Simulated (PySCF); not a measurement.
# Cl2: magnetic properties, part 1 of 2

Aim: compute the magnetic properties of Cl2 (`ClCl`).

Programs: PySCF 2.14.0, with routines of our own; each step states its level. All values are computed. Atoms count from 0.

### 1 The starting structure

2 atoms, charge 0, multiplicity 1; geometry from: GFN2-xTB.

### 2 Relaxing the molecule at PBE0-D3(BJ)/def2-SVP

What the job is given:

```
{"job": {"xc": "PBE0", "basis": "def2-SVP", "d3": "d3bj", "grid": 1, "kind": "geom"}, "charge": 0, "multiplicity": 1}
Cl     1.009659    -0.003028    -0.002678
Cl    -1.006902     0.004296    -0.011471
```

The run is started by

```console
OMP_NUM_THREADS=1 python excited_run.py task.json out
```

One launch serves the whole session: the jobs run in the order shown.

Standard output:

```text
step   0  E = -919.76301667  max force = 0.003248
step   1  E = -919.76304391  max force = 0.000306
step   2  E = -919.76304413  max force = 0.000133
optimisation converged
```

Wall time 1.3 s (1 thread of Arm Neoverse V1, shared host).

Step by step:

| step | energy from step 0 (eV) | largest force component (eV/Å) |
| --- | --- | --- |
| 0 | 0.0000 | 0.1670 |
| 1 | -0.0007 | 0.0157 |
| 2 | -0.0007 | 0.0068 |

The bond:

```csv
bond,before (Å),after (Å),change (Å)
Cl0–Cl1,2.017,2.026,+0.009
```

The end geometry:

```xyz
2
Cl2
Cl    1.0132   -0.0031   -0.0022
Cl   -1.0128    0.0049   -0.0118
```

```csv
at the end point,value
point group (found at 0.08 Å tolerance),Dinfh
"rotational constants (GHz, main isotopes)","7.041, 7.041"
dipole moment (D),0.00
```

### 3 Magnetic properties: GIAO B3LYP/aug-pcSseg-1

What the job is given:

```
{"job": {"kind": "mag", "xc": "B3LYP", "basis": "aug-pcSseg-1", "isotopologues": 0}, "charge": 0, "multiplicity": 1}
Cl     0.911897    -0.002822    -0.002024
Cl    -0.911538     0.004378    -0.010663
```

With the program's defaults for keys left out, this is: GIAO B3LYP/aug-pcSseg-1 magnetisability, rotational g tensor and spin-rotation constants, non-relativistic, gas phase.

Standard output:

```text
coarse grid: 3248 points
cycle   1  E = -920.3280965473  dE =  3.724e-01  |g| = 1.332e-01  |ddm| = 1.580e+00
cycle   2  E = -920.3302453692  dE = -2.149e-03  |g| = 9.007e-02  |ddm| = 2.046e-01
cycle   3  E = -920.3321771692  dE = -1.932e-03  |g| = 1.834e-02  |ddm| = 9.170e-02
cycle   4  E = -920.3322630523  dE = -8.588e-05  |g| = 4.768e-03  |ddm| = 2.049e-02
cycle   5  E = -920.3322668958  dE = -3.843e-06  |g| = 2.230e-04  |ddm| = 5.523e-03
final grid: 23496 points
cycle   6  E = -920.3350017030  dE = -2.373e-06  |g| = 8.170e-04  |ddm| = 5.722e-03
cycle   7  E = -920.3350017598  dE = -5.680e-08  |g| = 6.964e-04  |ddm| = 1.839e-03
cycle   8  E = -920.3350018667  dE = -1.069e-07  |g| = 8.119e-05  |ddm| = 7.748e-04
cycle   9  E = -920.3350018679  dE = -1.197e-09  |g| = 2.758e-05  |ddm| = 9.752e-05
cycle  10  E = -920.3350018681  dE = -1.701e-10  |g| = 1.265e-06  |ddm| = 2.772e-05
converged SCF energy = -920.3350018681

Magnetisability tensor (1e-30 J/T^2)
     -747.41        0.86       -1.04
        0.86     -528.41        0.00
       -1.04        0.00     -528.42
isotropic -601.41   principal values    -747.42   -528.41   -528.41
isotropic susceptibility -36.218 1e-6 cm^3/mol

Inertial axes            a          b          c
rot. const./GHz           -     8.6930     8.6930
chi total           -45.010    -31.822    -31.822
chi diamagnetic     -45.010   -162.595   -162.595
chi paramagnetic      0.000    130.773    130.773
quadrupole/D A        2.628     -1.314     -1.314
g nuclear                 -     0.4897     0.4897
g electronic              -    -0.5341    -0.5341
g total                   -    -0.0444    -0.0444

Spin-rotation constants (kHz, H = +C I.J)
atom  isotope        aa         bb         cc
  0   35Cl            -      2.086      2.086
  1   35Cl            -      2.086      2.086
```

Run time: 1.4 s. Hardware: 1 thread of Arm Neoverse V1, shared host.

All coordinates were scaled by 0.9, so these values belong to a distorted geometry and are kept out of the summary.

### 4 Magnetic properties: GIAO B3LYP/aug-pcSseg-1

What the job is given:

```
{"job": {"kind": "mag", "xc": "B3LYP", "basis": "aug-pcSseg-1", "isotopologues": 0}, "charge": 0, "multiplicity": 1}
Cl     0.952426    -0.002948    -0.002114
Cl    -0.952051     0.004572    -0.011137
```

Level: GIAO B3LYP/aug-pcSseg-1 magnetisability, rotational g tensor and spin-rotation constants, non-relativistic, gas phase.

Standard output:

```text
coarse grid: 3248 points
cycle   1  E = -920.3436344080  dE =  2.465e-01  |g| = 1.312e-01  |ddm| = 1.519e+00
cycle   2  E = -920.3455596645  dE = -1.925e-03  |g| = 8.927e-02  |ddm| = 1.803e-01
cycle   3  E = -920.3474857668  dE = -1.926e-03  |g| = 1.907e-02  |ddm| = 8.876e-02
cycle   4  E = -920.3475807561  dE = -9.499e-05  |g| = 3.993e-03  |ddm| = 1.968e-02
cycle   5  E = -920.3475835198  dE = -2.764e-06  |g| = 2.040e-04  |ddm| = 4.657e-03
final grid: 23496 points
cycle   6  E = -920.3500983431  dE = -2.194e-06  |g| = 8.274e-04  |ddm| = 5.901e-03
cycle   7  E = -920.3500984120  dE = -6.890e-08  |g| = 6.730e-04  |ddm| = 1.823e-03
cycle   8  E = -920.3500985112  dE = -9.920e-08  |g| = 8.835e-05  |ddm| = 7.730e-04
cycle   9  E = -920.3500985125  dE = -1.326e-09  |g| = 3.074e-05  |ddm| = 9.601e-05
cycle  10  E = -920.3500985127  dE = -2.299e-10  |g| = 9.568e-07  |ddm| = 2.836e-05
converged SCF energy = -920.3500985127

Magnetisability tensor (1e-30 J/T^2)
     -751.90        0.81       -0.98
        0.81     -545.81        0.00
       -0.98        0.00     -545.81
isotropic -614.51   principal values    -751.91   -545.81   -545.81
isotropic susceptibility -37.007 1e-6 cm^3/mol

Inertial axes            a          b          c
rot. const./GHz           -     7.9689     7.9689
chi total           -45.281    -32.869    -32.869
chi diamagnetic     -45.281   -173.332   -173.332
chi paramagnetic      0.000    140.463    140.463
quadrupole/D A        3.113     -1.556     -1.556
g nuclear                 -     0.4897     0.4897
g electronic              -    -0.5259    -0.5259
g total                   -    -0.0362    -0.0362

Spin-rotation constants (kHz, H = +C I.J)
atom  isotope        aa         bb         cc
  0   35Cl            -      2.832      2.832
  1   35Cl            -      2.832      2.832
```

Run time: 1.1 s. Hardware: 1 thread of Arm Neoverse V1, shared host.

All coordinates were scaled by 0.94, so these values belong to a distorted geometry and are kept out of the summary.

### 5 Magnetic properties: GIAO B3LYP/aug-pcSseg-1

What the job is given:

```
{"job": {"kind": "mag", "xc": "B3LYP", "basis": "aug-pcSseg-1", "isotopologues": 0}, "charge": 0, "multiplicity": 1}
Cl     0.982822    -0.003042    -0.002182
Cl    -0.982435     0.004718    -0.011493
```

Method: GIAO B3LYP/aug-pcSseg-1 magnetisability, rotational g tensor and spin-rotation constants, non-relativistic, gas phase.

Standard output:

```text
coarse grid: 3248 points
cycle   1  E = -920.3498243330  dE =  1.713e-01  |g| = 1.285e-01  |ddm| = 1.480e+00
cycle   2  E = -920.3516199361  dE = -1.796e-03  |g| = 8.668e-02  |ddm| = 1.646e-01
cycle   3  E = -920.3534448484  dE = -1.825e-03  |g| = 1.957e-02  |ddm| = 8.563e-02
cycle   4  E = -920.3535464508  dE = -1.016e-04  |g| = 3.348e-03  |ddm| = 1.907e-02
cycle   5  E = -920.3535484637  dE = -2.013e-06  |g| = 1.996e-04  |ddm| = 3.949e-03
final grid: 23496 points
cycle   6  E = -920.3558153316  dE = -2.133e-06  |g| = 8.632e-04  |ddm| = 6.082e-03
cycle   7  E = -920.3558154116  dE = -7.995e-08  |g| = 7.031e-04  |ddm| = 1.891e-03
cycle   8  E = -920.3558155180  dE = -1.064e-07  |g| = 8.728e-05  |ddm| = 7.989e-04
cycle   9  E = -920.3558155193  dE = -1.297e-09  |g| = 3.332e-05  |ddm| = 9.776e-05
cycle  10  E = -920.3558155196  dE = -2.718e-10  |g| = 9.685e-07  |ddm| = 2.934e-05
converged SCF energy = -920.3558155196

Magnetisability tensor (1e-30 J/T^2)
     -754.95        0.81       -0.97
        0.81     -549.22        0.00
       -0.97        0.00     -549.22
isotropic -617.80   principal values    -754.96   -549.21   -549.21
isotropic susceptibility -37.205 1e-6 cm^3/mol

Inertial axes            a          b          c
rot. const./GHz           -     7.4836     7.4836
chi total           -45.465    -33.074    -33.074
chi diamagnetic     -45.465   -181.705   -181.705
chi paramagnetic      0.000    148.630    148.630
quadrupole/D A        3.445     -1.722     -1.722
g nuclear                 -     0.4897     0.4897
g electronic              -    -0.5225    -0.5225
g total                   -    -0.0329    -0.0329

Spin-rotation constants (kHz, H = +C I.J)
atom  isotope        aa         bb         cc
  0   35Cl            -      3.456      3.456
  1   35Cl            -      3.456      3.456
```

It took 1.1 s on 1 thread of Arm Neoverse V1, shared host.

All coordinates were scaled by 0.97, so these values belong to a distorted geometry and are kept out of the summary.

### 6 Magnetic properties: GIAO B3LYP/aug-pcSseg-1

What the job is given:

```
{"job": {"kind": "mag", "xc": "B3LYP", "basis": "aug-pcSseg-1", "isotopologues": 0}, "charge": 0, "multiplicity": 1}
Cl     1.003087    -0.003105    -0.002227
Cl    -1.002692     0.004815    -0.011730
```

With the program's defaults for keys left out, this is: GIAO B3LYP/aug-pcSseg-1 magnetisability, rotational g tensor and spin-rotation constants, non-relativistic, gas phase.

Standard output:

```text
coarse grid: 3248 points
cycle   1  E = -920.3518278560  dE =  1.288e-01  |g| = 1.263e-01  |ddm| = 1.457e+00
cycle   2  E = -920.3535539445  dE = -1.726e-03  |g| = 8.422e-02  |ddm| = 1.552e-01
cycle   3  E = -920.3552771888  dE = -1.723e-03  |g| = 1.991e-02  |ddm| = 8.319e-02
cycle   4  E = -920.3553833209  dE = -1.061e-04  |g| = 2.905e-03  |ddm| = 1.871e-02
cycle   5  E = -920.3553848867  dE = -1.566e-06  |g| = 2.072e-04  |ddm| = 3.483e-03
final grid: 23496 points
cycle   6  E = -920.3575964256  dE = -2.151e-06  |g| = 9.040e-04  |ddm| = 6.261e-03
cycle   7  E = -920.3575965141  dE = -8.847e-08  |g| = 7.468e-04  |ddm| = 1.974e-03
cycle   8  E = -920.3575966327  dE = -1.186e-07  |g| = 8.622e-05  |ddm| = 8.314e-04
cycle   9  E = -920.3575966340  dE = -1.304e-09  |g| = 3.515e-05  |ddm| = 1.013e-04
cycle  10  E = -920.3575966343  dE = -3.085e-10  |g| = 1.095e-06  |ddm| = 3.032e-05
converged SCF energy = -920.3575966343

Magnetisability tensor (1e-30 J/T^2)
     -756.83        0.83       -1.00
        0.83     -546.78        0.00
       -1.00        0.00     -546.78
isotropic -616.79   principal values    -756.84   -546.77   -546.77
isotropic susceptibility -37.144 1e-6 cm^3/mol

Inertial axes            a          b          c
rot. const./GHz           -     7.1843     7.1843
chi total           -45.578    -32.927    -32.927
chi diamagnetic     -45.578   -187.439   -187.439
chi paramagnetic      0.000    154.511    154.511
quadrupole/D A        3.651     -1.826     -1.826
g nuclear                 -     0.4897     0.4897
g electronic              -    -0.5215    -0.5215
g total                   -    -0.0318    -0.0318

Spin-rotation constants (kHz, H = +C I.J)
atom  isotope        aa         bb         cc
  0   35Cl            -      3.905      3.905
  1   35Cl            -      3.905      3.905
```

Run time: 1.2 s. Hardware: 1 thread of Arm Neoverse V1, shared host.

All coordinates were scaled by 0.99, so these values belong to a distorted geometry and are kept out of the summary.

### 7 Magnetic properties: GIAO B3LYP/aug-pcSseg-1

What the job is given:

```
{"job": {"kind": "mag", "xc": "B3LYP", "basis": "aug-pcSseg-1", "isotopologues": 0}, "charge": 0, "multiplicity": 1}
Cl     1.023351    -0.003167    -0.002271
Cl    -1.022948     0.004913    -0.011966
```

With the program's defaults for keys left out, this is: GIAO B3LYP/aug-pcSseg-1 magnetisability, rotational g tensor and spin-rotation constants, non-relativistic, gas phase.

Standard output:

```text
coarse grid: 3248 points
cycle   1  E = -920.3524359517  dE =  9.169e-02  |g| = 1.239e-01  |ddm| = 1.435e+00
cycle   2  E = -920.3541047130  dE = -1.669e-03  |g| = 8.130e-02  |ddm| = 1.464e-01
cycle   3  E = -920.3557068269  dE = -1.602e-03  |g| = 2.026e-02  |ddm| = 8.052e-02
cycle   4  E = -920.3558175535  dE = -1.107e-04  |g| = 2.468e-03  |ddm| = 1.842e-02
cycle   5  E = -920.3558187292  dE = -1.176e-06  |g| = 2.287e-04  |ddm| = 3.044e-03
final grid: 23496 points
cycle   6  E = -920.3580697872  dE = -2.199e-06  |g| = 9.566e-04  |ddm| = 6.452e-03
cycle   7  E = -920.3580698854  dE = -9.819e-08  |g| = 8.013e-04  |ddm| = 2.079e-03
cycle   8  E = -920.3580700207  dE = -1.353e-07  |g| = 8.698e-05  |ddm| = 8.738e-04
cycle   9  E = -920.3580700221  dE = -1.376e-09  |g| = 3.705e-05  |ddm| = 1.060e-04
cycle  10  E = -920.3580700225  dE = -3.466e-10  |g| = 1.237e-06  |ddm| = 3.147e-05
converged SCF energy = -920.3580700225

Magnetisability tensor (1e-30 J/T^2)
     -758.59        0.86       -1.03
        0.86     -540.43        0.00
       -1.03        0.00     -540.43
isotropic -613.15   principal values    -758.60   -540.43   -540.43
isotropic susceptibility -36.925 1e-6 cm^3/mol

Inertial axes            a          b          c
rot. const./GHz           -     6.9026     6.9026
chi total           -45.684    -32.545    -32.545
chi diamagnetic     -45.684   -193.293   -193.293
chi paramagnetic      0.000    160.748    160.748
quadrupole/D A        3.846     -1.923     -1.923
g nuclear                 -     0.4897     0.4897
g electronic              -    -0.5213    -0.5213
g total                   -    -0.0316    -0.0316

Spin-rotation constants (kHz, H = +C I.J)
atom  isotope        aa         bb         cc
  0   35Cl            -      4.381      4.381
  1   35Cl            -      4.381      4.381
```

Run time: 1.1 s. Hardware: 1 thread of Arm Neoverse V1, shared host.

All coordinates were scaled by 1.01, so these values belong to a distorted geometry and are kept out of the summary.

(Continued in part 2 of 2.)
